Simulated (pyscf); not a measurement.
One four-centre exchange on the singlet surface with elements of a group swapped. ωB97M-D3(BJ)/def2-TZVP, eV, from the separated reactants. Single points on ωB97X-D3(BJ)/def2-SVP structures (PySCF, gas phase).

| step | barrier | reaction energy | imaginary mode (i cm⁻¹) |
|---|---|---|---|
| HO–Sb(OH)–OH + NH₃ -> H₂N–Sb(OH)–OH + H₂O | 0.62 | +0.37 | 975 |
| HO–Bi(OH)–OH + NH₃ → H₂N–Bi(OH)–OH + H₂O | … | … | 946 |

Problem. Fill in the missing entries.

Solution. 
- HO–Bi(OH)–OH + NH₃ → H₂N–Bi(OH)–OH + H₂O, barrier: 0.45
- HO–Bi(OH)–OH + NH₃ → H₂N–Bi(OH)–OH + H₂O, reaction energy: +0.40

Row 1: On the reactant side the descent ends in an adduct with a N–Sb contact, 0.55 eV under the separated species and 1.11 eV under the saddle at ωB97X-D3(BJ)/def2-TZVP. On the product side the descent ends in a bound adduct, 0.40 eV under the separated species and 0.59 eV under the saddle at ωB97X-D3(BJ)/def2-TZVP. Row 2: On the reactant side the descent ends in an adduct with a Bi–N contact (not fully relaxed), 0.57 eV under the separated species and 0.94 eV under the saddle at ωB97X-D3(BJ)/def2-TZVP. On the product side the descent ends in a bound adduct, 0.53 eV under the separated species and 0.52 eV under the saddle at ωB97X-D3(BJ)/def2-TZVP. Each row is the saddle that its search found. Elements past Kr carry the def2 core potentials, without spin-orbit coupling.
